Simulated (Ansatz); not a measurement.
BH$_{2}$⁺, singlet in aug-cc-pVTZ: errors against full CI

Geometry: a PBE0/def2-TZVP stationary point for this spin, not checked as a minimum.

```xyz
3

B     0.0000    0.0000    0.0000
H     0.0000    0.0000   -1.1792
H     0.0000    0.0000    1.1792
```

Basis aug-cc-pVTZ; Ansatz 0.2.0. Only valence electrons are correlated (noble-gas cores frozen), which leaves 4 electrons in 91 orbitals. Prefix R: restricted or restricted open-shell reference. Active spaces: valence = (4e, 6o) chosen from the atoms' valence shells.

Full CI is exact within this basis and frozen core; it isn't the basis-set limit.

* UHF ⟨S²⟩: 0.000
* T1 diagnostic (RCCSD): 0.0057
* largest doubles amplitude (RCCSD): 0.057

| level | E − E(full CI) (mEh) | share of correlation (%) | wall time |
| --- | --- | --- | --- |
| RHF | 87.07 | 0.00 | – |
| RMP2 | 17.95 | 79.38 | – |
| RCCSD | 1.23 | 98.59 | – |
| RCCSD(T) | 0.27 | 99.69 | 5.5 s |
| BCCD(T) | 0.27 | 99.70 | 1.1 s |
| RCCSDT | 0.02 | 99.97 | – |
| RCCSDT(Q) | 0.01 | 99.99 | 10 s |
| CASSCF (valence space) | 45.52 | 47.72 | – |
| NEVPT2 (valence space) | 9.60 | 88.98 | 1.2 s |

The correlation energy at full CI, counted from RHF, is -2.369 eV. That run took 18 s on 1 thread of Arm Neoverse V2, shared host over 2,144,241 determinants.

Times hold each run's SCF and search for its determinant on a shared host, so for small cases they say little of a method's own cost; they ran on 1 thread of Arm Neoverse V2. Some runs computed forces too.

The full-CI state has the irrep Ag of D2h, in the program's axes (one component, if the state is degenerate).

Natural occupations of full CI about the gap: 1.959 1.952 0.018 0.016 0.016 0.012 0.007 0.007 0.005 0.003; effectively unpaired electrons, Σ n²(2−n)², 0.02.
